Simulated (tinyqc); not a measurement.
Extended Hueckel theory, for BH3+, step by step. The parameters take no account of the charge, which enters only through the electron count. One step of it, computed by the program tinyqc.

Task: Mulliken analysis. P = C n C^T; charge = valence electrons (H 1, B 3) minus the sum of (P S)_ii on the atom; overlap population = 2 sum P_ij S_ij between two atoms.

coefficients, order 1B 2s, 1B 2px, 1B 2py, 1B 2pz, 2H 1s, 3H 1s, 4H 1s:
```
[[0.517567, 0.000021, 0.000000, 0.018852, 0.000724, 0.000000, 1.633410],
 [0.000000, 0.409018, 0.000000, 0.000000, 1.368289, 0.000000, -0.000851],
 [0.000000, 0.000000, 0.409046, 0.000000, 0.000000, 1.368274, 0.000000],
 [-0.000102, 0.000000, 0.000000, 0.999765, -0.000016, 0.000000, -0.036052],
 [0.278229, 0.577041, 0.000000, -0.004850, -1.094701, 0.000000, -0.849547],
 [0.278261, -0.288489, 0.499710, -0.004849, 0.546771, -0.947738, -0.850579],
 [0.278261, -0.288489, -0.499710, -0.004849, 0.546771, 0.947738, -0.850579]]
```

occupations: [2.000000, 2.000000, 1.000000, 0.000000, 0.000000, 0.000000, 0.000000]

overlap S, order 1B 2s, 1B 2px, 1B 2py, 1B 2pz, 2H 1s, 3H 1s, 4H 1s:
```
[[1.000000, 0.000000, 0.000000, 0.000000, 0.518428, 0.518487, 0.518487],
 [0.000000, 1.000000, 0.000000, 0.000000, 0.549396, -0.274745, -0.274745],
 [0.000000, 0.000000, 1.000000, 0.000000, 0.000000, 0.475801, -0.475801],
 [0.000000, 0.000000, 0.000000, 1.000000, -0.010734, -0.010736, -0.010736],
 [0.518428, 0.549396, 0.000000, -0.010734, 1.000000, 0.111615, 0.111615],
 [0.518487, -0.274745, 0.475801, -0.010736, 0.111615, 1.000000, 0.111655],
 [0.518487, -0.274745, -0.475801, -0.010736, 0.111615, 0.111655, 1.000000]]
```

Give: charges; Overlap populations.

Result:

charges: [0.9308, -0.1897, 0.1294, 0.1294]

Overlap populations:
```
pair      value
2-1    0.817319
3-1    0.622864
3-2   -0.039757
4-1    0.622864
4-2   -0.039757
4-3    0.015989
```
